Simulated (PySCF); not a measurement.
# Gas-phase XPS of `[SiH3]C[SiH3]`, computed

CH₈Si₂.
Atom-mapped SMILES: `[SiH3:1][CH2:2][SiH3:3]`

Geometry (PBE0-D3(BJ)/def2-SVP, Å), atoms numbered from 1 in this order:
```
atom  x, y, z in Å
Si1    1.4420    0.7135    0.0102
C2     0.2314   -0.7204   -0.1343
Si3   -1.5837   -0.2630    0.0623
H4     2.8500    0.2439   -0.1746
H5     1.1476    1.7479   -1.0291
H6     1.3291    1.3539    1.3568
H7     0.4896   -1.4780    0.6257
H8     0.3684   -1.1982   -1.1198
H9    -1.9861    0.7232   -0.9875
H10   -1.8220    0.3541    1.4035
H11   -2.4554   -1.4717   -0.0651
```

Computed, not measured: delta-SCF UKS SCAN, pcX-2 on the ionised atom, pcseg-1 elsewhere, spin-free X2C in PySCF 2.14.0. These are vertical core ionisation energies against the vacuum level, from separate self-consistent calculations with and without the core hole.

Problem. List the computed XPS lines with their assignment.

Solution. 
```json
{"atom(s)": "Si1/Si3", "bonded to": "C and 3 H", "level": "Si 2p3/2", "binding energy (eV)": "106.74", "2p1/2 (eV)": "107.36", "count": "2"}
{"atom(s)": "C2", "bonded to": "2 H and 2 Si", "level": "C 1s", "binding energy (eV)": "290.08", "2p1/2 (eV)": "–", "count": "1"}
{"atom(s)": "Si1/Si3", "bonded to": "C and 3 H", "level": "Si 1s", "binding energy (eV)": "1846.50", "2p1/2 (eV)": "–", "count": "2"}
```

Problem. Which photon energy gives electrons from Si 1s of Si1/Si3 a kinetic energy of 200 eV, and what is their de Broglie wavelength?

Solution. hν = 1846.50 + 200 = 2046.50 eV, recoil neglected; λ = 12.264 Å/√(E/eV) = 0.87 Å.

Problem. Which photon wavelength matches the Si 1s of Si1/Si3 threshold?

Solution. λ = hc/E = 12398.42 eV Å / 1846.50 eV = 6.715 Å.

Atoms equivalent by their bonding share one computed value, that of the first of them. For 2p shells one spin-free hole was relaxed; a mean-field spin–orbit operator and the ground-state splitting of the three 2p orbitals were then diagonalised within the shell. The shell's mean is (2 × 2p3/2 + 2p1/2)/3, and the degeneracies 2j + 1 give areas of 2:1. 2p1/2 minus 2p3/2 (ligand field included): Si 0.62 eV. Isolated species at its PBE0-D3(BJ)/def2-SVP geometry, gas phase.

Hardware: one thread, Arm Neoverse V2, shared host. Cost: 11 s wall.
